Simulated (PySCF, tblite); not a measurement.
Isomers of C2H3P, one GFN2-xTB conformer each. Single-point energies are computed at PBE0/pcSseg-1 (PySCF, gas phase, no added dispersion term), electronic only.

```
SMILES  GFN2-xTB relative energy (kJ/mol)
  CC#P                                0.0
  C#CP                               65.0
C1=CP1                              102.1
```

Question: What does PBE0/pcSseg-1 give for the same structures?

Answer: 
```json
{"SMILES": "CC#P", "PBE0/pcSseg-1 E (Eh)": "-419.06730", "PBE0/pcSseg-1 (kJ/mol)": "0.0", "GFN2-xTB (kJ/mol)": "0.0", "point group": "C3v"}
{"SMILES": "C#CP", "PBE0/pcSseg-1 E (Eh)": "-419.02949", "PBE0/pcSseg-1 (kJ/mol)": "99.3", "GFN2-xTB (kJ/mol)": "65.0", "point group": "Cs"}
{"SMILES": "C1=CP1", "PBE0/pcSseg-1 E (Eh)": "-419.02806", "PBE0/pcSseg-1 (kJ/mol)": "103.0", "GFN2-xTB (kJ/mol)": "102.1", "point group": "Cs"}
```

Both levels put the same isomer lowest; measured from each level's own lowest isomer, the values differ by up to 34.3 kJ/mol (C#CP: 65.0 against 99.3). As drawn, the highest has a three-membered ring and a C=C bond outside aromatic rings, which the lowest lacks. Neighbours under 10 kJ/mol apart (C#CP and C1=CP1) can change places with a better method, another conformer or zero-point energy.

Question: Which frontier levels, dipoles and rotational constants go with these structures?

Answer: 
```json
{"SMILES": "CC#P", "HOMO (eV, PBE0/pcSseg-1)": "-7.48", "LUMO (eV)": "-0.92", "dipole (D)": "1.73", "A, B, C (MHz)": "159510, 5051, 5051"}
{"SMILES": "C#CP", "HOMO (eV, PBE0/pcSseg-1)": "-7.38", "LUMO (eV)": "0.00", "dipole (D)": "0.83", "A, B, C (MHz)": "132691, 5178, 5162"}
{"SMILES": "C1=CP1", "HOMO (eV, PBE0/pcSseg-1)": "-6.86", "LUMO (eV)": "-0.39", "dipole (D)": "1.45", "A, B, C (MHz)": "29946, 10580, 8310"}
```

Question: What happens when harmonic zero-point energies from GFN2-xTB frequencies are added?

Answer: 
| SMILES | ZPE (kJ/mol) | electronic (kJ/mol) | with ZPE (kJ/mol) |
| --- | --- | --- | --- |
| CC#P | 109.3 | 0.0 | 0.0 |
| C#CP | 91.8 | 99.3 | 81.7 |
| C1=CP1 | 97.4 | 103.0 | 91.1 |

The zero-point energies span 17.5 kJ/mol. The order is unchanged.
